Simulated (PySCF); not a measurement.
# The first ionisation energy along the second row

All values are computed (PySCF 2.14, energy differences of UHF-based or UKS calculations, no spin-orbit coupling). Values in eV. The last column holds reference values (NIST; (s) semi-empirical, (t) theoretical, else measured). Unmarked ones compare directly (S terms, centres of terms, or small fine structure); those marked * lie between the lowest fine-structure levels and include a spin-orbit shift.

| element | configurations | LDA | PBE | PBE0 | SCS-MP2 (valence) | MP2 (valence and next inner shell) | SCS-MP2 (valence and next inner shell) | reference |
| --- | --- | --- | --- | --- | --- | --- | --- | --- |
| Li (aug-cc-pCVQZ, non-relativistic) | [He] 2s1 → 1s2 | 5.473 | 5.589 | 5.571 | n/a | 5.382 | 5.377 | 5.392 |
| Be (aug-cc-pCVQZ, non-relativistic) | [He] 2s2 → [He] 2s1 | 9.026 | 8.997 | 8.971 | 9.012 | 8.885 | 9.042 | 9.323 |
| B (aug-cc-pwCVQZ, non-relativistic) | [He] 2s2 2p1 → [He] 2s2 | 8.646 | 8.673 | 8.647 | 8.263 | 8.323 | 8.283 | 8.297 |
| C (aug-cc-pwCVQZ, non-relativistic) | [He] 2s2 2p2 → [He] 2s2 2p1 | 11.692 | 11.541 | 11.514 | 11.151 | 11.313 | 11.170 | 11.262 |
| N (aug-cc-pwCVQZ, non-relativistic) | [He] 2s2 2p3 → [He] 2s2 2p2 | 15.008 | 14.731 | 14.702 | 14.354 | 14.647 | 14.372 | 14.545 |
| O (aug-cc-pwCVQZ, non-relativistic) | [He] 2s2 2p4 → [He] 2s2 2p3 | 14.005 | 14.064 | 13.850 | 13.578 | 13.463 | 13.586 | 13.608 |
| F (aug-cc-pwCVQZ, non-relativistic) | [He] 2s2 2p5 → [He] 2s2 2p4 | 17.960 | 17.658 | 17.447 | 17.412 | 17.421 | 17.421 | 17.427 |
| Ne (aug-cc-pwCVQZ, non-relativistic) | [Ne] → [He] 2s2 2p5 | 22.191 | 21.662 | 21.452 | 21.604 | 21.758 | 21.614 | 21.597 |

```csv
method,elements,mean error (eV),mean absolute error (eV),largest error (eV)
LDA,8,0.319,0.393,0.594
PBE,8,0.183,0.265,0.456
PBE0,8,0.088,0.212,-0.351
SCS-MP2 (valence),7,-0.098,0.100,-0.311
MP2 (valence and next inner shell),8,-0.032,0.117,-0.437
SCS-MP2 (valence and next inner shell),8,-0.073,0.078,-0.281
```

Errors include the incompleteness of the basis and the frozen core.

"Valence" correlates the outer s and p shells and, in groups 3 to 12 and the f block, the outer d or f shell, open or full, or the next shell where the ion has no valence electron left; the wider scheme adds the next inner shell.
